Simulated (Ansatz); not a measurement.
Level of theory: Ansatz (an electronic-structure program) with PBE0-D3(BJ)/def2-TZVP. No frequencies were computed at this level.

Ansatz 0.2 input:
```yaml
crystal:
  periodic: [false, false, false]
  atoms:
    - { symbol: C, position_ang: [1.147456, -0.0017, -0.000004] }
    - { symbol: C, position_ang: [-0.044245, 0.003424, 0.0] }
    - { symbol: H, position_ang: [-1.10321, -0.001724, 0.000004] }
basis:
  gaussian: { orbitals: def2-tzvp }
hamiltonian:
  xc: pbe0
  dispersion: d3bj
relax:
  max_steps: 150
magnetization:
  spin_polarized: true
  initial_magnetization: 1
```

Output:

```
Functional definition: PBE0
404 factors; their error is unknown
mean field evaluation 1: about -2078.8602 eV, gradient 2.9e1 eV
mean field evaluation 2: about -2076.7098 eV, gradient 3.4e1 eV
mean field evaluation 4: about -2082.6249 eV, gradient 1.2e0 eV
mean field evaluation 8: about -2082.6505 eV, gradient 1.9e-1 eV
mean field evaluation 16: about -2082.6506 eV, gradient 1.7e-4 eV
mean field -2082.65061776 eV, -76.5359985315 hartree, gradient 2.5e-5 eV, S^2 0.784406; 2 other end points of the search recorded, 0 dependent functions left out
reference -2082.65063781 eV, -76.5359992684 hartree; 7, 6 occupied and 61, 62 virtual orbitals, 404 factors
relax step   1: F+E_penalty+E_count = -2082.67330184 eV  Δ(F+E_penalty+E_count) = +0.000e0 eV  max|allowed force component| = 9.100e-1 eV/Å  Δτ_max = 0.0000 Å  (58 SCF iters, accepted)
these checks for a lower state are left out or cut short: starts, cluster_reference, orbital_swaps, neighbouring_geometries, increment
404 factors; their error is unknown
mean field evaluation 32: about -2082.6554 eV, gradient 8.4e-5 eV
mean field -2082.65538662 eV, -76.5361737836 hartree, gradient 2.5e-5 eV, S^2 0.786293; 0 other end points of the search recorded, 0 dependent functions left out
reference -2082.65540671 eV, -76.5361745221 hartree; 7, 6 occupied and 61, 62 virtual orbitals, 404 factors
relax step   2: F+E_penalty+E_count = -2082.67806049 eV  Δ(F+E_penalty+E_count) = -4.759e-3 eV  max|allowed force component| = 7.351e-2 eV/Å  Δτ_max = 0.0075 Å  (39 SCF iters, accepted)
these checks for a lower state are left out or cut short: starts, cluster_reference, orbital_swaps, neighbouring_geometries, increment
404 factors; their error is unknown
mean field -2082.65544750 eV, -76.5361760212 hartree, gradient 2.5e-5 eV, S^2 0.786283; 0 other end points of the search recorded, 0 dependent functions left out
reference -2082.65546760 eV, -76.5361767597 hartree; 7, 6 occupied and 61, 62 virtual orbitals, 404 factors
relax step   3: F+E_penalty+E_count = -2082.67812033 eV  Δ(F+E_penalty+E_count) = -5.984e-5 eV  max|allowed force component| = 1.012e-2 eV/Å  Δτ_max = 0.0011 Å  (41 SCF iters, accepted)
these checks for a lower state are left out or cut short: starts, cluster_reference, orbital_swaps, neighbouring_geometries, increment
404 factors; their error is unknown
mean field -2082.65547015 eV, -76.5361768536 hartree, gradient 2.6e-5 eV, S^2 0.786286; 0 other end points of the search recorded, 0 dependent functions left out
reference -2082.65549025 eV, -76.5361775922 hartree; 7, 6 occupied and 61, 62 virtual orbitals, 404 factors
relax step   4: F+E_penalty+E_count = -2082.67814296 eV  Δ(F+E_penalty+E_count) = -2.263e-5 eV  max|allowed force component| = 2.821e-4 eV/Å  Δτ_max = 0.0029 Å  (41 SCF iters, accepted)
404 factors; their error is unknown
mean field evaluation 64: about -2082.6424 eV, gradient 3.6e-1 eV
mean field -2082.65547015 eV, -76.5361768536 hartree, gradient 2.5e-5 eV, S^2 0.786286; 3 other end points of the search recorded, 0 dependent functions left out
reference -2082.65549025 eV, -76.5361775922 hartree; 7, 6 occupied and 61, 62 virtual orbitals, 404 factors
Total energy: -2082.67816306 eV, -76.5370108025 hartree
Atom 0 at     1.155481    -0.000131    -0.000004 Å, force    -0.000241     0.000133    -0.000000 eV/Å
Atom 1 at    -0.044729     0.000087     0.000000 Å, force     0.000278    -0.000283     0.000000 eV/Å
Atom 2 at    -1.110751     0.000045     0.000004 Å, force    -0.000037     0.000149    -0.000000 eV/Å
Dipole moment:    -0.161897     0.000012     0.000001 e Å
```

Cost: around 4 core-seconds (rough).
